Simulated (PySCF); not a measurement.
**EPR parameters of anthracene radical cation**

Anthracene radical cation, C14H10 (charge +1 and doublet state).
SMILES with atom numbers: `[cH:1]1[cH:2][cH:3][c:4]2[cH:5][c:6]3[cH:7][cH:8][cH:9][cH:10][c:11]3[cH:12][c:13]2[cH:14]1` (hydrogens: H15 on C1; H16 on C2; H17 on C3; H18 on C5; H19 on C7; H20 on C8; H21 on C9; H22 on C10; H23 on C12; H24 on C14)

As a line formula: anthracene radical cation (`c1cc2cc3c(cc2cc1)cccc3`) [SMILES of the parent framework; charge +1 and doublet state].

Method: UKS B3LYP, IGLO-III on C, pcH-1 on H, non-relativistic, mean-field spin-orbit, GIAO in PySCF 2.14.0. Isolated species at its PBE0-D3(BJ)/def2-SVP geometry, gas phase. The SCF solution wasn't tested for stability. No frequencies were computed at this geometry's level, so the symmetric structure isn't shown to be a minimum.

| Item | Value |
| --- | --- |
| g1, g2, g3 | 2.00215, 2.00246, 2.00294 |
| g_iso | 2.00252 |
| Form of g | rhombic: the two nearest values differ by 39 % of g3 − g1 |
| ⟨S²⟩ | 0.7645 (exact 0.7500) |
| α and β electrons | 47, 46 |
| HOMO–LUMO gap, α and β orbitals | 3.38, 2.60 eV |
| Total energy | -539.46465 Eh |
| Basis functions | 590 |

Hyperfine couplings atom by atom, in MHz; T1 to T3 are the principal values of the dipolar part:

```csv
atom,isotope,a_iso,T1,T2,T3,Mulliken spin population
C1,13C,-1.8,-3.8,-3.3,7.1,0.04
C2,13C,-1.8,-3.8,-3.3,7.1,0.04
C3,13C,9.1,-11.7,-11.0,22.7,0.14
C4,13C,-12.1,-6.2,2.3,3.9,-0.05
C5,13C,21.3,-22.8,-22.4,45.2,0.28
C6,13C,-12.1,-6.2,2.3,3.9,-0.05
C7,13C,9.1,-11.7,-11.0,22.7,0.14
C8,13C,-1.8,-3.8,-3.3,7.1,0.04
C9,13C,-1.8,-3.8,-3.3,7.1,0.04
C10,13C,9.1,-11.7,-11.1,22.7,0.14
C11,13C,-12.2,-6.2,2.3,3.9,-0.05
C12,13C,21.4,-22.9,-22.4,45.3,0.28
C13,13C,-12.2,-6.2,2.3,3.9,-0.05
C14,13C,9.1,-11.7,-11.0,22.7,0.14
H15,1H,-3.4,-2.6,-1.3,3.9,0.00
H16,1H,-3.4,-2.6,-1.3,3.9,0.00
H17,1H,-9.5,-4.1,-1.7,5.8,-0.01
H18,1H,-18.5,-9.5,-1.9,11.4,-0.01
H19,1H,-9.5,-4.1,-1.7,5.8,-0.01
H20,1H,-3.4,-2.6,-1.3,3.9,0.00
H21,1H,-3.4,-2.6,-1.3,3.9,0.00
H22,1H,-9.5,-4.1,-1.7,5.8,-0.01
H23,1H,-18.5,-9.6,-1.9,11.4,-0.01
H24,1H,-9.5,-4.1,-1.7,5.8,-0.01
```

Largest spin populations (Mulliken): C12 (+0.28), C5 (+0.28), C10 (+0.14) and C14 (+0.14).

Axes: g1 is normal to the molecular plane and g2 points within 1° of the C5–H18 bond.

Under fast tumbling the dipolar parts average out, and these isotropic splittings remain: 2 × 1H (H18/H23, I = 1/2, 3 lines) with 0.66 mT, 4 × 1H (H17/H19/H22/H24, I = 1/2, 5 lines) with 0.34 mT and 4 × 1H (H15/H16/H20/H21, I = 1/2, 5 lines) with 0.12 mT.

The 13C coupling of C5/C12 (mean 21.4 MHz) shows only in satellite lines or after enrichment, since that isotope makes up about 1.07 % of natural carbon.

Examples of negative spin density at the nucleus (bohr⁻³): C4/C6/C11/C13 (-0.0108), H18/H23 (-0.0041) and H17/H19/H22/H24 (-0.0021).
